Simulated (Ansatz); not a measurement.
## NH⁻, quartet: the ladder up to full CI

Geometry: that of the NH⁻, doublet, kept fixed. The doublet lies 0.8 eV lower here.

```xyz
2

N     0.0000    0.0000    0.0000
H     0.0000    0.0000    1.0366
```

Basis 6-31++G** (Cartesian d functions); Ansatz 0.2.0. Correlated methods freeze the noble-gas cores, which leaves 7 electrons in 24 orbitals. Prefix R: restricted or restricted open-shell reference; prefix U: unrestricted. Active spaces: valence = (7e, 5o) chosen from the atoms' valence shells. This anion state lies near or above the neutral species, so the extra electron is weakly bound or unbound and the energies hang on the diffuse functions.

Full CI is exact within this basis and frozen core; it isn't the basis-set limit. The frozen core follows each run's orbitals, which can shift R against U totals by a few meV.

For open shells CISD and CISDTQ are restricted-active-space CI with the open shells as a complete middle space.

```
UHF ⟨S²⟩                          : 3.764
T1 diagnostic (RCCSD)             : 0.0206
largest doubles amplitude (RCCSD) : 0.045
T1 diagnostic (UCCSD)             : 0.0149
```

| level | E − E(full CI) (meV) | share of correlation (%) | wall time |
| --- | --- | --- | --- |
| RHF | 3802 | 0.00 | – |
| UHF | 3609 | 5.09 | – |
| RMP2 | 607 | 84.03 | – |
| UMP2 | 608 | 84.02 | – |
| CISD | 157 | 95.87 | 0.72 s |
| RCCSD | 73 | 98.09 | – |
| UCCSD | 69 | 98.18 | – |
| RCCSD(T) | 14 | 99.62 | 0.33 s |
| UCCSD(T) | 13 | 99.67 | 0.39 s |
| BCCD(T) | 14 | 99.62 | 0.42 s |
| RCCSDT | 4 | 99.91 | – |
| UCCSDT | 2 | 99.95 | – |
| CISDTQ | 2 | 99.95 | 21 s |
| RCCSDT(Q) | 0 | 100.00 | 2.4 s |
| UCCSDT(Q) | -2 | 100.04 | 2.2 s |
| CASSCF (valence space) | 3802 | 0.00 | – |
| NEVPT2 (valence space) | 922 | 75.74 | 0.15 s |
| MRCISD (valence space) | 173 | 95.45 | – |
| MRCISD+Q (valence space) | -12 | 100.32 | 0.36 s |

The correlation energy at full CI, counted from RHF, is -3.802 eV. That run took 26 s on 1 thread of Arm Neoverse V2, shared host over 2,943,076 determinants.

Times hold each run's SCF and search for its determinant on a shared host, so for small cases they say little of a method's own cost; they ran on 1 thread of Arm Neoverse V2.

Not variational, and here over 5 meV under the exact energy: MRCISD+Q (valence space).

The full-CI state has the irrep A2 of C2v, in the program's axes (one component, if the state is degenerate).

Natural occupations of full CI about the gap: 1.969 1.956 0.995 0.992 0.992 0.031 0.016 0.009 0.009 0.006; effectively unpaired electrons, Σ n²(2−n)², 3.02.
